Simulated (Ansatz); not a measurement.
**SiH₄Cl (doublet): wB97M-V, B2PLYP, RPA-PBE over a scan of the distance Si1–H5 along a hydrogen transfer, cc-pVDZ**

One table from this session's results is given with a row withheld; the runs are named, their logs left out.

Method: cc-pVDZ, all electrons in the functionals, frozen cores in the correlation of double hybrids and RPA; program: Ansatz 0.2.0, Gaussian basis.

Plan: wB97M-V, B2PLYP, RPA-PBE, at 1.485 Å; 1.602 Å; 1.837 Å; 2.073 Å; 2.308 Å.

## The geometry

The geometry derives from fragments relaxed apart (PBE0/def2-TZVP) and kept rigid, so it is no stationary point. A hydrogen atom is moved between rigid fragments.

6 atoms, charge 0, spin multiplicity 2.

Atoms are counted from 1 here; the program's logs count them from 0.

Bond lengths: Si1–H2 1.485 Å, Si1–H3 1.485 Å, Si1–H4 1.485 Å, Si1–H5 1.485 Å. Angles: H2–Si1–H3 109.5°, H2–Si1–H4 109.5°, H2–Si1–H5 109.5°, H3–Si1–H4 109.5°, H3–Si1–H5 109.5°, H4–Si1–H5 109.5°.

Coordinates:

```
Si   -1.9193    0.0000    0.0000
H    -2.4142    1.3997    0.0000
H    -2.4142   -0.6999    1.2122
H    -2.4142   -0.6999   -1.2122
H    -0.4347    0.0000    0.0000
Cl    1.7387    0.0000    0.0000
```

No dispersion term is added; wB97M-V holds VV10 nonlocal correlation.

The geometry shown and the zero of energy belong to the point 1.485 Å. The yardstick, UCCSDT(Q), and other wave-function levels (R restricted, U unrestricted, valence and pair active spaces) come from earlier runs.

The first run:

The input, in.yaml:

```yaml
crystal:
  periodic: [false, false, false]
  atoms:
    - {symbol: Si, position_ang: [-1.919292, 0.000000, 0.000000]}
    - {symbol: H, position_ang: [-2.414164, 1.399708, 0.000001]}
    - {symbol: H, position_ang: [-2.414164, -0.699854, 1.212183]}
    - {symbol: H, position_ang: [-2.414164, -0.699854, -1.212182]}
    - {symbol: H, position_ang: [-0.434677, 0.000000, 0.000000]}
    - {symbol: Cl, position_ang: [1.738708, 0.000000, 0.000000]}
basis:
  gaussian: {orbitals: cc-pVDZ}
magnetization: {spin_polarized: true, initial_magnetization: 1}
hamiltonian: {xc: {name: wB97M-V}}
output: {orbitals: {seedname: orbitals}}
```

Command:

```
> ansatz run in.yaml --threads 1 --pin off --events-out ev --progress --plain --max-ram 2816MiB --backend cpu
```

Among the steps run: wB97M-V, 1.485 Å; wB97M-V, 1.602 Å; wB97M-V, 1.837 Å; wB97M-V, 2.073 Å; wB97M-V, 2.308 Å; B2PLYP, 1.485 Å; B2PLYP, 1.602 Å; B2PLYP, 1.837 Å; B2PLYP, 2.073 Å; B2PLYP, 2.308 Å; RPA-PBE, 1.485 Å; RPA-PBE, 1.602 Å; RPA-PBE, 1.837 Å; RPA-PBE, 2.073 Å; RPA-PBE, 2.308 Å.

One table of the session follows, with a row left open; its other results are not shown here.

| level | 1.602 Å | 1.837 Å | 2.073 Å | 2.308 Å |
| --- | --- | --- | --- | --- |
| UCCSDT(Q) | 6.5 | 35.8 | 21.3 | -24.5 |
| wB97M-V | ? | ? | ? | ? |
| B2PLYP | 2.5 | 24.5 | 11.6 | -26.6 |
| RPA-PBE | 5.5 | 34.0 | 25.9 | -13.5 |

Q: Estimate the row for wB97M-V from the others.

**Answer.** 1.602 Å: 2.1; 1.837 Å: 23.5; 2.073 Å: 10.0; 2.308 Å: -28.4. In the column «1.602 Å» it is the lowest.

To keep in mind: Energies in kJ/mol, counted from 1.485 Å; blanks weren't run or aren't comparable.
